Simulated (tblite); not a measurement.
C₄H₈NO (doublet state).
SMILES with atom numbers: `[H]/[N:6]=[CH:5]\[CH:4][O:3][CH2:2][CH3:1]` (hydrogens: H7, H8, H9 on C1; H10, H11 on C2; H12 on C4; H13 on C5; H14 on N6)

Cartesian coordinates in Å at the GFN2-xTB level; atoms count from 1:
```
atom  x, y, z in Å
C1    -2.0113   -0.1956   -0.0016
C2    -1.1852    0.8410   -0.7579
O3     0.1504    0.4147   -0.9370
C4     0.9820    0.5392    0.1084
C5     2.2726    0.0121    0.0633
N6     3.1721    0.0799    0.9901
H7    -1.9939   -1.1442   -0.5322
H8    -3.0391    0.1449    0.0838
H9    -1.6058   -0.3493    0.9963
H10   -1.2059    1.8022   -0.2273
H11   -1.5818    0.9813   -1.7666
H12    0.6305    1.0818    0.9814
H13    2.5575   -0.5154   -0.8407
H14    2.8573    0.5871    1.8178
```

Computed with GFN2-xTB (tblite): harmonic, unscaled wavenumbers at the GFN2-xTB geometry, gas phase. Against measured fundamentals such values can be off by several per cent, at times by over 20. One conformer, not necessarily the lowest. Open shells enter through the occupations alone, without spin polarisation, and single modes of such species can be off by tens of per cent.

Harmonic wavenumbers (cm⁻¹): 75.8, 102.6, 170.5, 218.8, 232.3, 373.6, 486.7, 507.4, 649.7, 716.6, 829.0, 925.0, 1014.9, 1046.2, 1079.2, 1117.5, 1140.2, 1206.2, 1239.4, 1281.1, 1313.5, 1324.8, 1399.1, 1408.9, 1460.0, 1478.0, 1491.1, 1529.2, 2902.2, 2976.4, 3003.2, 3036.8, 3037.6, 3051.0, 3055.4, 3300.9.

A = 11810, B = 1572, C = 1487 MHz; mass 86.061 u (most abundant isotopes); point group C1, symmetry number 1; spin multiplicity 2.

Problem. What is the zero-point energy?

Solution. Half the sum of the wavenumbers: 25090 cm⁻¹ = 71.74 kcal/mol.

Problem. What is S at 500 K and 1 bar for an ideal gas of classical rigid rotors and harmonic oscillators?

Solution. Translation 41.87, rotation 28.40, vibration 30.63, spin (R ln 2) 1.38: S = 102.3 cal/(mol K).

Problem. And Cp and H(500 K) − H(0)?

Solution. Cp = 39.92 cal/(mol K), of which vibrations give 31.97 (their classical limit is 36 R = 71.5); H(500 K) − H(0) = 12.02 kcal/mol without the zero-point energy, 8.05 from vibrations.

Problem. What must be added to the electronic energy to get the Gibbs energy at 500 K and 1 bar?

Solution. ZPE + [H(500 K) − H(0)] − T·S = 71.74 + 12.02 − 51.13 = 32.63 kcal/mol.

Problem. How do the functions run with temperature in this model?

Solution. 
| T (K) | S (cal/(mol K)) | Cp (cal/(mol K)) | H − H(0) (kcal/mol) | G − H(0) (kcal/mol) | ln q(vib) |
| --- | --- | --- | --- | --- | --- |
| 50 | 54.7 | 10.9 | 0.45 | -2.29 | 0.18 |
| 100 | 63.5 | 14.9 | 1.10 | -5.26 | 0.85 |
| 298.15 | 85.1 | 27.0 | 5.22 | -20.16 | 4.05 |
| 373.15 | 91.8 | 32.1 | 7.44 | -26.80 | 5.26 |
| 750 | 120.8 | 51.2 | 23.52 | -67.05 | 11.32 |
| 1000 | 136.6 | 58.7 | 37.33 | -99.27 | 15.13 |

q(vib) and H(0) count from the zero-point level.

Problem. Blend soft modes into free rotors: weight 1/[1 + (100 cm⁻¹/ν̃)⁴] for the oscillator and the rest for a rotor with moment μB/(μ + B), μ = h/(8π²ν), B = 10⁻⁴⁴ kg m². What vibrational entropy results?

Solution. 29.00 cal/(mol K) in place of 30.63, which changes −T·S at 500 K by +0.81 kcal/mol.

Hindered rotation and anharmonicity are outside this model. Other conformers, if any are populated, would add a mixing term that is left out. The structure is chiral; the term R ln 2 for an equal mix with its mirror image is left out.

The run took 0.22 s on one thread of an Arm Neoverse V2, no GPU (shared host). This covers the Hessian and the dipole derivatives.
